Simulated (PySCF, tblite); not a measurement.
# HCl: deprotonation, part 2 of 2

tblite 0.8.0 and PySCF 2.14.0. Atoms count from 0. Earlier steps stand in the parts before.

### 9 Single point (HCl): wavefunction

Geometry: PBE0-D3(BJ)/ma-def2-SVP.

The job: settings as JSON, then the geometry in Å.

```
{"job": {"kind": "sp", "xc": "CCSD(T)", "basis": "aug-cc-pVTZ", "grid": 2}, "charge": 0, "multiplicity": 1}
Cl     0.646203    -0.005784    -0.005662
H     -0.640412     0.008344    -0.022619
```

Level: wavefunction single point, frozen core, gas phase.

The program printed:

```text
final grid: 17120 points
cycle   1  E = -460.0904356179  dE = -9.823e-02  |g| = 2.119e-01  |ddm| = 1.855e+00
cycle   2  E = -460.1054520474  dE = -1.502e-02  |g| = 8.096e-02  |ddm| = 4.464e-01
cycle   3  E = -460.1071714822  dE = -1.719e-03  |g| = 1.677e-02  |ddm| = 9.356e-02
cycle   4  E = -460.1073593567  dE = -1.879e-04  |g| = 5.223e-03  |ddm| = 2.583e-02
cycle   5  E = -460.1073808300  dE = -2.147e-05  |g| = 9.868e-04  |ddm| = 9.486e-03
cycle   6  E = -460.1073815314  dE = -7.014e-07  |g| = 2.408e-04  |ddm| = 1.835e-03
cycle   7  E = -460.1073815716  dE = -4.019e-08  |g| = 3.086e-05  |ddm| = 6.673e-04
cycle   8  E = -460.1073815721  dE = -5.239e-10  |g| = 5.366e-06  |ddm| = 7.694e-05
converged SCF energy = -460.1073815721
E(HF, exact integrals) = -460.1073964245
E(MP2) = -460.3150427529
E(CCSD) = -460.3346639638
E(CCSD(T)) = -460.3432043848
T1 diagnostic = 0.0061
```

Run time: 2.4 s. Hardware: 1 thread of Arm Neoverse V2, shared host.

### 10 Single point (Cl−): wavefunction

Geometry: atom.

The job: settings as JSON, then the geometry in Å.

```
{"job": {"kind": "sp", "xc": "CCSD(T)", "basis": "aug-cc-pVTZ", "grid": 2}, "charge": -1, "multiplicity": 1}
Cl     0.000000     0.000000     0.000000
```

With the program's defaults for keys left out, this is: wavefunction single point, frozen core, gas phase.

The program printed:

```text
final grid: 11752 points
cycle   1  E = -459.5313811503  dE = -2.624e-01  |g| = 3.308e-01  |ddm| = 5.018e-01
cycle   2  E = -459.5679486961  dE = -3.657e-02  |g| = 1.745e-01  |ddm| = 9.729e-01
cycle   3  E = -459.5736707431  dE = -5.722e-03  |g| = 1.447e-02  |ddm| = 1.846e-01
cycle   4  E = -459.5737325466  dE = -6.180e-05  |g| = 2.898e-03  |ddm| = 3.265e-02
cycle   5  E = -459.5737369306  dE = -4.384e-06  |g| = 3.723e-04  |ddm| = 1.275e-02
cycle   6  E = -459.5737370341  dE = -1.035e-07  |g| = 1.955e-05  |ddm| = 2.526e-03
cycle   7  E = -459.5737370343  dE = -2.409e-10  |g| = 2.152e-06  |ddm| = 8.779e-05
converged SCF energy = -459.5737370343
E(HF, exact integrals) = -459.5734813736
E(MP2) = -459.7807917972
E(CCSD) = -459.7955547069
E(CCSD(T)) = -459.8050418626
T1 diagnostic = 0.0062
```

Wall time 0.58 s (1 thread of Arm Neoverse V2, shared host).

### 11 Deprotonation: CCSD(T)/aug-cc-pVTZ

This step combines the energies above: geometries from PBE0-D3(BJ)/ma-def2-SVP, zero-point and thermal terms from PBE0-D3(BJ)/ma-def2-SVP.

The job: settings as JSON, then the geometry in Å.

```
{"job": {"kind": "ac", "geom": {"xc": "PBE0", "basis": "ma-def2-SVP", "d3": "d3bj", "grid": 1}, "hess": 1, "level": {"xc": "CCSD(T)", "basis": "aug-cc-pVTZ"}}, "charge": 0, "multiplicity": 1}
Cl     0.646203    -0.005784    -0.005662
H     -0.640412     0.008344    -0.022619
```

Output (the driver's rows laid out field by field):

```text
deprotonation site by site, CCSD(T)/aug-cc-pVTZ // PBE0-D3(BJ)/ma-def2-SVP

row 1
  formula                 Cl
  charge                  -1
  multiplicity            1
  smiles                  [Cl-]
  kept                    yes
  pieces                  1
  atom                    0
  element                 Cl
  electronic              1412.95
  enthalpy                1398.71
  free_energy             1376.23
  share_gas               1.0
```

It took 3 s on 1 thread of Arm Neoverse V2, shared host.

Energy needed to remove a proton (kJ/mol, gas phase, 298 K for the thermal columns):

| site | product | electronic | enthalpy | free energy |
| --- | --- | --- | --- | --- |
| Cl0 | [Cl-] | 1413.0 | 1398.7 | 1376.2 |

### 12 Single point (HCl): wavefunction

Geometry: PBE0-D3(BJ)/ma-def2-SVP.

The job: settings as JSON, then the geometry in Å.

```
{"job": {"kind": "sp", "xc": "MP2", "basis": "aug-cc-pVTZ", "grid": 2}, "charge": 0, "multiplicity": 1}
Cl     0.646203    -0.005784    -0.005662
H     -0.640412     0.008344    -0.022619
```

Method: wavefunction single point, frozen core, gas phase.

The program printed:

```text
final grid: 17120 points
cycle   1  E = -460.0904356179  dE = -9.823e-02  |g| = 2.119e-01  |ddm| = 1.855e+00
cycle   2  E = -460.1054520474  dE = -1.502e-02  |g| = 8.096e-02  |ddm| = 4.464e-01
cycle   3  E = -460.1071714822  dE = -1.719e-03  |g| = 1.677e-02  |ddm| = 9.356e-02
cycle   4  E = -460.1073593567  dE = -1.879e-04  |g| = 5.223e-03  |ddm| = 2.583e-02
cycle   5  E = -460.1073808300  dE = -2.147e-05  |g| = 9.868e-04  |ddm| = 9.486e-03
cycle   6  E = -460.1073815314  dE = -7.014e-07  |g| = 2.408e-04  |ddm| = 1.835e-03
cycle   7  E = -460.1073815716  dE = -4.019e-08  |g| = 3.086e-05  |ddm| = 6.673e-04
cycle   8  E = -460.1073815721  dE = -5.239e-10  |g| = 5.366e-06  |ddm| = 7.694e-05
converged SCF energy = -460.1073815721
E(HF, exact integrals) = -460.1073964245
E(MP2) = -460.3150427311
```

It took 0.4 s on 1 thread of Arm Neoverse V2, shared host.

### 13 Single point (Cl−): wavefunction

Geometry: atom.

The job: settings as JSON, then the geometry in Å.

```
{"job": {"kind": "sp", "xc": "MP2", "basis": "aug-cc-pVTZ", "grid": 2}, "charge": -1, "multiplicity": 1}
Cl     0.000000     0.000000     0.000000
```

Level: wavefunction single point, frozen core, gas phase.

The program printed:

```text
final grid: 11752 points
cycle   1  E = -459.5313811503  dE = -2.624e-01  |g| = 3.308e-01  |ddm| = 5.018e-01
cycle   2  E = -459.5679486961  dE = -3.657e-02  |g| = 1.745e-01  |ddm| = 9.729e-01
cycle   3  E = -459.5736707431  dE = -5.722e-03  |g| = 1.447e-02  |ddm| = 1.846e-01
cycle   4  E = -459.5737325466  dE = -6.180e-05  |g| = 2.898e-03  |ddm| = 3.265e-02
cycle   5  E = -459.5737369306  dE = -4.384e-06  |g| = 3.723e-04  |ddm| = 1.275e-02
cycle   6  E = -459.5737370341  dE = -1.035e-07  |g| = 1.955e-05  |ddm| = 2.526e-03
cycle   7  E = -459.5737370343  dE = -2.409e-10  |g| = 2.152e-06  |ddm| = 8.779e-05
converged SCF energy = -459.5737370343
E(HF, exact integrals) = -459.5734813736
E(MP2) = -459.7807917945
```

Run time: 0.16 s. Hardware: 1 thread of Arm Neoverse V2, shared host.

### 14 Deprotonation: MP2/aug-cc-pVTZ

This step combines the energies above: geometries from PBE0-D3(BJ)/ma-def2-SVP, zero-point and thermal terms from PBE0-D3(BJ)/ma-def2-SVP.

The job: settings as JSON, then the geometry in Å.

```
{"job": {"kind": "ac", "geom": {"xc": "PBE0", "basis": "ma-def2-SVP", "d3": "d3bj", "grid": 1}, "hess": 1, "level": {"xc": "MP2", "basis": "aug-cc-pVTZ"}}, "charge": 0, "multiplicity": 1}
Cl     0.646203    -0.005784    -0.005662
H     -0.640412     0.008344    -0.022619
```

Output (the driver's rows laid out field by field):

```text
deprotonation site by site, MP2/aug-cc-pVTZ // PBE0-D3(BJ)/ma-def2-SVP

row 1
  formula                 Cl
  charge                  -1
  multiplicity            1
  smiles                  [Cl-]
  kept                    yes
  pieces                  1
  atom                    0
  element                 Cl
  electronic              1402.68
  enthalpy                1388.44
  free_energy             1365.96
  share_gas               1.0
```

Run time: 0.62 s. Hardware: 1 thread of Arm Neoverse V2, shared host.

Energy needed to remove a proton (kJ/mol, gas phase, 298 K for the thermal columns):

```
site  product  electronic  enthalpy  free energy
 Cl0    [Cl-]      1402.7    1388.4       1366.0
```

### 15 Single point (HCl): HF/aug-cc-pVTZ

Geometry: PBE0-D3(BJ)/ma-def2-SVP.

The job: settings as JSON, then the geometry in Å.

```
{"job": {"kind": "sp", "xc": "HF", "basis": "aug-cc-pVTZ", "grid": 2}, "charge": 0, "multiplicity": 1}
Cl     0.646203    -0.005784    -0.005662
H     -0.640412     0.008344    -0.022619
```

The program printed:

```text
final grid: 17120 points
cycle   1  E = -460.0904356179  dE = -9.823e-02  |g| = 2.119e-01  |ddm| = 1.855e+00
cycle   2  E = -460.1054520474  dE = -1.502e-02  |g| = 8.096e-02  |ddm| = 4.464e-01
cycle   3  E = -460.1071714822  dE = -1.719e-03  |g| = 1.677e-02  |ddm| = 9.356e-02
cycle   4  E = -460.1073593567  dE = -1.879e-04  |g| = 5.223e-03  |ddm| = 2.583e-02
cycle   5  E = -460.1073808300  dE = -2.147e-05  |g| = 9.868e-04  |ddm| = 9.486e-03
cycle   6  E = -460.1073815314  dE = -7.014e-07  |g| = 2.408e-04  |ddm| = 1.835e-03
cycle   7  E = -460.1073815716  dE = -4.019e-08  |g| = 3.086e-05  |ddm| = 6.673e-04
cycle   8  E = -460.1073815721  dE = -5.239e-10  |g| = 5.366e-06  |ddm| = 7.694e-05
converged SCF energy = -460.1073815721
```

It took 0.11 s on 1 thread of Arm Neoverse V2, shared host.

### 16 Single point (Cl−): HF/aug-cc-pVTZ

Geometry: atom.

The job: settings as JSON, then the geometry in Å.

```
{"job": {"kind": "sp", "xc": "HF", "basis": "aug-cc-pVTZ", "grid": 2}, "charge": -1, "multiplicity": 1}
Cl     0.000000     0.000000     0.000000
```

The program printed:

```text
final grid: 11752 points
cycle   1  E = -459.5313811503  dE = -2.624e-01  |g| = 3.308e-01  |ddm| = 5.018e-01
cycle   2  E = -459.5679486961  dE = -3.657e-02  |g| = 1.745e-01  |ddm| = 9.729e-01
cycle   3  E = -459.5736707431  dE = -5.722e-03  |g| = 1.447e-02  |ddm| = 1.846e-01
cycle   4  E = -459.5737325466  dE = -6.180e-05  |g| = 2.898e-03  |ddm| = 3.265e-02
cycle   5  E = -459.5737369306  dE = -4.384e-06  |g| = 3.723e-04  |ddm| = 1.275e-02
cycle   6  E = -459.5737370341  dE = -1.035e-07  |g| = 1.955e-05  |ddm| = 2.526e-03
cycle   7  E = -459.5737370343  dE = -2.409e-10  |g| = 2.152e-06  |ddm| = 8.779e-05
converged SCF energy = -459.5737370343
```

It took 0.05 s on 1 thread of Arm Neoverse V2, shared host.

### 17 Deprotonation: HF/aug-cc-pVTZ

This step combines the energies above: geometries from PBE0-D3(BJ)/ma-def2-SVP, zero-point and thermal terms from PBE0-D3(BJ)/ma-def2-SVP.

The job: settings as JSON, then the geometry in Å.

```
{"job": {"kind": "ac", "geom": {"xc": "PBE0", "basis": "ma-def2-SVP", "d3": "d3bj", "grid": 1}, "hess": 1, "level": {"xc": "HF", "basis": "aug-cc-pVTZ"}}, "charge": 0, "multiplicity": 1}
Cl     0.646203    -0.005784    -0.005662
H     -0.640412     0.008344    -0.022619
```

Output (the driver's rows laid out field by field):

```text
deprotonation site by site, HF/aug-cc-pVTZ // PBE0-D3(BJ)/ma-def2-SVP

row 1
  formula                 Cl
  charge                  -1
  multiplicity            1
  smiles                  [Cl-]
  kept                    yes
  pieces                  1
  atom                    0
  element                 Cl
  electronic              1401.08
  enthalpy                1386.84
  free_energy             1364.36
  share_gas               1.0
```

It took 0.22 s on 1 thread of Arm Neoverse V2, shared host.

Energy needed to remove a proton (kJ/mol, gas phase, 298 K for the thermal columns):

```csv
site,product,electronic,enthalpy,free energy
Cl0,[Cl-],1401.1,1386.8,1364.4
```

### 18 What came out

What follows sums up all 2 parts.

```
                                            quantity                  value
           strongest single infrared mode (GFN2-xTB)  2510 cm⁻¹, 147 km/mol
                        zero-point energy (GFN2-xTB)           3.6 kcal/mol
                                         point group                  Cinfv
                rotational constants (main isotopes)     311.56, 311.56 GHz
               surface potential, 1st and 99th percentile     -0.48 V and 2.38 V
ΔH of deprotonation, Cl0 (wB97X-D3(BJ)/ma-def2-TZVP)          1395.0 kJ/mol
      ΔH of deprotonation, Cl0 (CCSD(T)/aug-cc-pVTZ)          1398.7 kJ/mol
          ΔH of deprotonation, Cl0 (MP2/aug-cc-pVTZ)          1388.4 kJ/mol
           ΔH of deprotonation, Cl0 (HF/aug-cc-pVTZ)          1386.8 kJ/mol
```

The one mode is real. Unscaled tight-binding wavenumbers are off by several per cent, some by more. Its intensities can rank the bands wrongly. With PBE0/ma-def2-SVP, its start was all but relaxed already: 2 steps gained 1.4 meV. The ΔH of deprotonation at Cl0 is 1395.0 kJ/mol at wB97X-D3(BJ)/ma-def2-TZVP; zero-point and thermal terms move it by -14.3 kJ/mol from the electronic value.
